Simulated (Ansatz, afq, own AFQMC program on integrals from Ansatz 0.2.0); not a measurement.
Two steps: Ansatz 0.2.0 writes the Fock matrix and Cholesky factors of the valence space, and afq projects on them the lowest state that overlaps trial and start.

```yaml
crystal:
  periodic: [false, false, false]
  atoms:
    - {symbol: Se, position_ang: [0.000000, 0.000000, 0.000000]}
    - {symbol: Se, position_ang: [0.000000, 0.000000, 1.923000]}
basis:
  gaussian: {orbitals: cc-pVDZ}
total_charge: 1
magnetization: {spin_polarized: false, initial_magnetization: 1}
correlation: {method: ccsd_t, electrons: outside_noble_gas, hamiltonian_folder: ham}
```

```sh
$ ansatz run in.yaml --threads 1 --pin off --events-out ev --progress --plain --max-ram 1382MiB
```

Options of the walk:

```
--method free --trial cid --walkers 100 --time-step 0.02 --max-blocks 120 --target-error 0.0008 --factor-cut 1e-05 --seed 4640 --times 0.0,0.4,0.8,1.6,2.4 --taylor-order 6
```

Times are imaginary, in 1/Eh. The walk had a cap of 196 s. Filled inner d shells are frozen with the cores.

afq prints:

```
orbitals 26  electrons 6 5  factors 199 of 658
reference energy -4799.29107757 Eh
CCSD correlation -0.22968268 Eh in 9 cycles, weight of the determinant in the CISD state 0.8704
repeat  energy at the last time / Eh  error
    10  -4799.531958  0.000982
    20  -4799.531234  0.000661
    30  -4799.531273  0.000558
time / (1/Eh)  energy / Eh  error  mean overlap
  0.00  -4799.520623  0.000196  1.1426
  0.40  -4799.527737  0.000280  1.1314
  0.80  -4799.529618  0.000358  1.1428
  1.60  -4799.531395  0.000426  1.1513
  2.40  -4799.531376  0.000552  1.1973
energy -4799.531376 +/- 0.000552 Eh
```

The run passed its tests (error under three times the target), which doesn't prove that it has relaxed.

Against this walk (error 15.0 meV) on the same determinant: CCSD(T) 21.5 meV higher (within the noise). The error is statistical, and a free projection of finite length keeps a remainder of its start. None of these is a sure reference here.

Cautions: remainder of the start not in the error; no relativity below Rb; no spin-orbit coupling; inner d shell frozen.

The walk took 39 s on 1 thread of Intel(R) Xeon(R) 6975P-C (Granite Rapids), with other jobs on the host. The log's last line is the free-projection energy.

A walk keeps the symmetry of its determinant, which the program's search chose and which needn't be the lowest solution, so a lower state of the same spin and another symmetry isn't excluded.
